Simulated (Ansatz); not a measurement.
One starting cell of HfN (a generated cell, HfN built in the AFLOW prototype AB_oP8_62_c_c (B16, as in GeS)) was relaxed twice with Ansatz (plane waves, PAW, scalar-relativistic): with r2SCAN at 500 eV and with PBE at 420 eV. The r2SCAN result:

Space group Fm-3m (No. 225); a = b = c = 4.526 Å, α = β = γ = 90.00°

```json
[
 {"atom": "Hf", "site": "4b", "symmetry": "m-3m", "x": "0.5000", "y": "0.5000", "z": "0.5000"},
 {"atom": "N", "site": "4a", "symmetry": "m-3m", "x": "0.0000", "y": "0.0000", "z": "0.0000"}
]
```
(The calculation used a cell of 2 atoms; values per cell refer to that cell.)

| quantity | r2SCAN | PBE |
|---|---|---|
| space group | Fm-3m | Fm-3m |
| volume (Å³/atom) | 11.59 | (withheld) |
| a (Å) | 4.526 | (withheld) |
| gap (eV, no spin-orbit coupling) | 0.00 | (withheld) |

Problem. What does PBE give for the same quantities?

Solution. 
- volume (Å³/atom), PBE: 11.76
- a (Å), PBE: 4.548
- gap (eV, no spin-orbit coupling), PBE: 0.00

Both levels end in the same structure; PBE's volume is 1.5 % larger. Neither column is exact.

No spin polarisation in the result. The relaxed primitive cell holds an odd number of electrons. A magnetic state may lie lower.

Measured for HfN: a 4.519 Å (0 K or low temperature; as listed in Guo-Xu Zhang et al., New Journal of Physics (2018)). Computed minus measured — a: r2SCAN +0.2 %, PBE +0.6 %. The computed values are for a static lattice.

The run could not lose the symmetry of its start; a randomly shaken copy of 4 atoms returns to this structure.

Ansatz is a first-principles code.
